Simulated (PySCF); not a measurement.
All values below come from r2SCAN-D4/def2-TZVP // r2SCAN-D4/def2-SVP (PySCF). Isolated molecules, 0 K electronic values unless said otherwise. 

Reference species (SMILES): `[OH]` (neutral, multiplicity 2).

```yaml
dipole_moment: 1.76 D
```

Changed species: `[NH2]` (free radical NH2; the reference has free radical OH).

Task: Predict the effect on the dipole moment.

Result: the dipole moment rises by 0.20 D, to 1.96 D.
